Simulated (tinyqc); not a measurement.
Inside a calculation. Method: RKS/PBE0 in the sto-3g basis, for H2F+, spin multiplicity 1. One step of it, computed by the program tinyqc.

Problem. Iteration 1: building the Kohn-Sham matrix. J_ij = sum D_kl (ij|kl), K_ij = sum D_kl (ik|jl); F = H + J - 0.125 K + V_xc; E = tr D H + tr D J / 2 - 0.0625 tr D K + E_xc + E_nn.

D at the start, order 1F 1s, 1F 2s, 1F 2px, 1F 2py, 1F 2pz, 2H 1s, 3H 1s:
$$\begin{pmatrix}
2.068340 & -0.280261 & 0.000000 & 0.000000 & 0.093431 & -0.132276 & -0.132276 \\
-0.280261 & 1.260695 & 0.000000 & 0.000000 & -0.339918 & 0.346075 & 0.346075 \\
0.000000 & 0.000000 & 2.000000 & 0.000000 & 0.000000 & 0.000000 & 0.000000 \\
0.000000 & 0.000000 & 0.000000 & 1.565582 & 0.000000 & 0.323740 & -0.323740 \\
0.093431 & -0.339918 & 0.000000 & 0.000000 & 1.868816 & 0.107815 & 0.107815 \\
-0.132276 & 0.346075 & 0.000000 & 0.323740 & 0.107815 & 0.186349 & 0.052459 \\
-0.132276 & 0.346075 & 0.000000 & -0.323740 & 0.107815 & 0.052459 & 0.186349
\end{pmatrix}$$

core Hamiltonian H = T + V (hartree), order 1F 1s, 1F 2s, 1F 2px, 1F 2py, 1F 2pz, 2H 1s, 3H 1s:
$$\begin{pmatrix}
-41.113815 & -9.648792 & 0.000000 & 0.000000 & -0.016709 & -1.772864 & -1.772864 \\
-9.648792 & -11.586431 & 0.000000 & 0.000000 & -0.202469 & -3.903499 & -3.903499 \\
0.000000 & 0.000000 & -9.215445 & 0.000000 & 0.000000 & 0.000000 & 0.000000 \\
0.000000 & 0.000000 & 0.000000 & -9.339585 & 0.000000 & -1.990864 & 1.990864 \\
-0.016709 & -0.202469 & 0.000000 & 0.000000 & -9.294373 & -1.652076 & -1.652076 \\
-1.772864 & -3.903499 & 0.000000 & -1.990864 & -1.652076 & -5.545023 & -1.733300 \\
-1.772864 & -3.903499 & 0.000000 & 1.990864 & -1.652076 & -1.733300 & -5.545023
\end{pmatrix}$$

Two-electron integrals (ij|kl) in chemists' order, unique and non-zero (hartree):
```
(11|11) 5.403501    (21|11) 0.841920    (21|21) 0.156299    (22|11) 1.268028
(22|21) 0.292344    (22|22) 0.926167    (31|31) 0.027998    (32|31) 0.043169
(32|32) 0.204588    (33|11) 1.264502    (33|21) 0.292403    (33|22) 0.925959
(33|33) 0.997514    (41|41) 0.027998    (42|41) 0.043169    (42|42) 0.204588
(43|43) 0.053770    (44|11) 1.264502    (44|21) 0.292403    (44|22) 0.925959
(44|33) 0.889973    (44|44) 0.997514    (51|51) 0.027998    (52|51) 0.043169
(52|52) 0.204588    (53|53) 0.053770    (54|54) 0.053770    (55|11) 1.264502
(55|21) 0.292403    (55|22) 0.925959    (55|33) 0.889973    (55|44) 0.889973
(55|55) 0.997514    (61|11) 0.155908    (61|21) 0.028689    (61|22) 0.053286
(61|33) 0.053206    (61|41) 0.000920    (61|42) 0.001721    (61|44) 0.053358
(61|51) 0.000734    (61|52) 0.001372    (61|54) 0.000121    (61|55) 0.053303
(61|61) 0.005321    (62|11) 0.383144    (62|21) 0.089470    (62|22) 0.314888
(62|33) 0.310362    (62|41) 0.004756    (62|42) 0.036663    (62|44) 0.318477
(62|51) 0.003793    (62|52) 0.029234    (62|54) 0.006471    (62|55) 0.315522
(62|61) 0.016648    (62|62) 0.130256    (63|31) 0.009506    (63|32) 0.055796
(63|43) 0.007775    (63|53) 0.006200    (63|63) 0.019596    (64|11) 0.199895
(64|21) 0.047291    (64|22) 0.178204    (64|33) 0.170510    (64|41) 0.011710
(64|42) 0.075558    (64|44) 0.190542    (64|51) 0.001757    (64|52) 0.015758
(64|54) 0.009773    (64|55) 0.173359    (64|61) 0.009181    (64|62) 0.090353
(64|64) 0.081803    (65|11) 0.159390    (65|21) 0.037708    (65|22) 0.142094
(65|33) 0.135959    (65|41) 0.001757    (65|42) 0.015758    (65|44) 0.139533
(65|51) 0.010908    (65|52) 0.068360    (65|54) 0.010624    (65|55) 0.150630
(65|61) 0.007321    (65|62) 0.072044    (65|64) 0.049602    (65|65) 0.059147
(66|11) 0.525187    (66|21) 0.124659    (66|22) 0.505110    (66|33) 0.487531
(66|41) 0.008591    (66|42) 0.092453    (66|44) 0.519407    (66|51) 0.006850
(66|52) 0.073719    (66|54) 0.025417    (66|55) 0.507798    (66|61) 0.023361
(66|62) 0.263864    (66|64) 0.212600    (66|65) 0.169521    (66|66) 0.774606
(71|11) 0.155908    (71|21) 0.028689    (71|22) 0.053286    (71|33) 0.053206
(71|41) -0.000920   (71|42) -0.001721   (71|44) 0.053358    (71|51) 0.000734
(71|52) 0.001372    (71|54) -0.000121   (71|55) 0.053303    (71|61) 0.005257
(71|62) 0.016233    (71|64) 0.008196    (71|65) 0.007143    (71|66) 0.022582
(71|71) 0.005321    (72|11) 0.383144    (72|21) 0.089470    (72|22) 0.314888
(72|33) 0.310362    (72|41) -0.004756   (72|42) -0.036663   (72|44) 0.318477
(72|51) 0.003793    (72|52) 0.029234    (72|54) -0.006471   (72|55) 0.315522
(72|61) 0.016233    (72|62) 0.109104    (72|64) 0.051617    (72|65) 0.058699
(72|66) 0.184142    (72|71) 0.016648    (72|72) 0.130256    (73|31) 0.009506
(73|32) 0.055796    (73|43) -0.007775   (73|53) 0.006200    (73|63) 0.015973
(73|73) 0.019596    (74|11) -0.199895   (74|21) -0.047291   (74|22) -0.178204
(74|33) -0.170510   (74|41) 0.011710    (74|42) 0.075558    (74|44) -0.190542
(74|51) -0.001757   (74|52) -0.015758   (74|54) 0.009773    (74|55) -0.173359
(74|61) -0.008196   (74|62) -0.051617   (74|64) -0.008736   (74|65) -0.027152
(74|66) -0.076727   (74|71) -0.009181   (74|72) -0.090353   (74|74) 0.081803
(75|11) 0.159390    (75|21) 0.037708    (75|22) 0.142094    (75|33) 0.135959
(75|41) -0.001757   (75|42) -0.015758   (75|44) 0.139533    (75|51) 0.010908
(75|52) 0.068360    (75|54) -0.010624   (75|55) 0.150630    (75|61) 0.007143
(75|62) 0.058699    (75|64) 0.027152    (75|65) 0.047170    (75|66) 0.110036
(75|71) 0.007321    (75|72) 0.072044    (75|74) -0.049602   (75|75) 0.059147
(76|11) 0.157242    (76|21) 0.037114    (76|22) 0.143536    (76|33) 0.140601
(76|44) 0.142998    (76|51) 0.002445    (76|52) 0.023140    (76|55) 0.146856
(76|61) 0.006851    (76|62) 0.060558    (76|64) 0.036441    (76|65) 0.038201
(76|66) 0.133029    (76|71) 0.006851    (76|72) 0.060558    (76|74) -0.036441
(76|75) 0.038201    (76|76) 0.035182    (77|11) 0.525187    (77|21) 0.124659
(77|22) 0.505110    (77|33) 0.487531    (77|41) -0.008591   (77|42) -0.092453
(77|44) 0.519407    (77|51) 0.006850    (77|52) 0.073719    (77|54) -0.025417
(77|55) 0.507798    (77|61) 0.022582    (77|62) 0.184142    (77|64) 0.076727
(77|65) 0.110036    (77|66) 0.341703    (77|71) 0.023361    (77|72) 0.263864
(77|74) -0.212600   (77|75) 0.169521    (77|76) 0.133029    (77|77) 0.774606
```

nuclear repulsion = 10.14745121 hartree

V_xc (hartree), order 1F 1s, 1F 2s, 1F 2px, 1F 2py, 1F 2pz, 2H 1s, 3H 1s:
$$\begin{pmatrix}
-2.530938 & -0.354706 & 0.000000 & 0.000000 & 0.001823 & -0.066368 & -0.066368 \\
-0.354706 & -0.704558 & 0.000000 & 0.000000 & 0.004905 & -0.223758 & -0.223758 \\
0.000000 & 0.000000 & -0.696682 & 0.000000 & 0.000000 & 0.000000 & 0.000000 \\
0.000000 & 0.000000 & 0.000000 & -0.690865 & 0.000000 & -0.122830 & 0.122830 \\
0.001823 & 0.004905 & 0.000000 & 0.000000 & -0.698838 & -0.099165 & -0.099165 \\
-0.066368 & -0.223758 & 0.000000 & -0.122830 & -0.099165 & -0.319809 & -0.089935 \\
-0.066368 & -0.223758 & 0.000000 & 0.122830 & -0.099165 & -0.089935 & -0.319809
\end{pmatrix}$$

E_xc = sum of w rho eps_xc = -7.99986575 hartree

Give: Coulomb J; exchange K; Kohn-Sham matrix F; total energy of this density.

Solution.

Coulomb J (hartree), order 1F 1s, 1F 2s, 1F 2px, 1F 2py, 1F 2pz, 2H 1s, 3H 1s:
$$\begin{pmatrix}
20.1625 & 3.8479 & 0.0000 & 0.0000 & -0.0095 & 0.7059 & 0.7059 \\
3.8479 & 9.5616 & 0.0000 & 0.0000 & -0.0115 & 3.1960 & 3.1960 \\
0.0000 & 0.0000 & 9.5478 & 0.0000 & 0.0000 & 0.0000 & 0.0000 \\
0.0000 & 0.0000 & 0.0000 & 9.5518 & 0.0000 & 1.7911 & -1.7911 \\
-0.0095 & -0.0115 & 0.0000 & 0.0000 & 9.5590 & 1.4305 & 1.4305 \\
0.7059 & 3.1960 & 0.0000 & 1.7911 & 1.4305 & 5.1091 & 1.4468 \\
0.7059 & 3.1960 & 0.0000 & -1.7911 & 1.4305 & 1.4468 & 5.1091
\end{pmatrix}$$

exchange K (hartree), order 1F 1s, 1F 2s, 1F 2px, 1F 2py, 1F 2pz, 2H 1s, 3H 1s:
$$\begin{pmatrix}
11.0148 & 1.9484 & 0.0000 & 0.0000 & 0.0099 & 0.3670 & 0.3670 \\
1.9484 & 2.9475 & 0.0000 & 0.0000 & -0.1152 & 1.1412 & 1.1412 \\
0.0000 & 0.0000 & 2.5653 & 0.0000 & 0.0000 & 0.0000 & 0.0000 \\
0.0000 & 0.0000 & 0.0000 & 2.4403 & 0.0000 & 0.6038 & -0.6038 \\
0.0099 & -0.1152 & 0.0000 & 0.0000 & 2.5421 & 0.4413 & 0.4413 \\
0.3670 & 1.1412 & 0.0000 & 0.6038 & 0.4413 & 0.9363 & 0.4440 \\
0.3670 & 1.1412 & 0.0000 & -0.6038 & 0.4413 & 0.4440 & 0.9363
\end{pmatrix}$$

Kohn-Sham matrix F (hartree), order 1F 1s, 1F 2s, 1F 2px, 1F 2py, 1F 2pz, 2H 1s, 3H 1s:
$$\begin{pmatrix}
-24.8591 & -6.3992 & 0.0000 & 0.0000 & -0.0256 & -1.1792 & -1.1792 \\
-6.3992 & -3.0979 & 0.0000 & 0.0000 & -0.1947 & -1.0739 & -1.0739 \\
0.0000 & 0.0000 & -0.6850 & 0.0000 & 0.0000 & 0.0000 & 0.0000 \\
0.0000 & 0.0000 & 0.0000 & -0.7836 & 0.0000 & -0.3981 & 0.3981 \\
-0.0256 & -0.1947 & 0.0000 & 0.0000 & -0.7520 & -0.3759 & -0.3759 \\
-1.1792 & -1.0739 & 0.0000 & -0.3981 & -0.3759 & -0.8728 & -0.4320 \\
-1.1792 & -1.0739 & 0.0000 & 0.3981 & -0.3759 & -0.4320 & -0.8728
\end{pmatrix}$$

total energy of this density = -98.720470 hartree
